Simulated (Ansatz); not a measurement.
This geometry of BClH2 + FH (6 atoms, charge 0, multiplicity 1) is a first-order saddle point.

Computed with RKS B3LYP-D4/6-31G* (Ansatz 0.2.0).

```xyz
6
Properties=species:S:1:pos:R:3
B 0.011 -0.217 0.006
Cl 0.000 0.221 2.022
H 1.051 0.145 -0.433
H -1.051 0.075 -0.430
F 0.061 -1.703 0.408
H 0.048 -1.250 1.507
```

(1) Which two structures does it join? (They come from a converged band through this point; their orientation in space is the band's.)

(2) How far does it lie above each of them?

## Answers

(1) Bonds broken: B1–Cl2, F5–H6. Bonds formed: B1–F5, Cl2–H6. BClH2 + FH becomes BFH2 + ClH.

Image 0:

```xyz
6
Properties=species:S:1:pos:R:3
B 0.002 0.111 0.131
Cl -0.013 0.635 1.858
H 1.048 0.168 -0.427
H -1.049 0.096 -0.422
F 0.069 -1.887 0.498
H 0.064 -1.853 1.442
```

Image 10:

```xyz
6
Properties=species:S:1:pos:R:3
B 0.016 -0.267 -0.762
Cl 0.018 -0.596 3.595
H 1.061 0.087 -1.216
H -1.057 0.029 -1.192
F 0.050 -1.060 0.309
H 0.032 -0.922 2.346
```

(2) 37.1 kJ/mol above the first and 99.1 kJ/mol above the second. This is the barrier of this one path; another mechanism may lie lower. The orbitals stay closed-shell, which can raise the energy where a bond breaks towards radicals; this wasn't checked here.

Run time: 3.8 min on 1 thread of Arm Neoverse V1, on a shared host, peak memory 0.1 GiB.
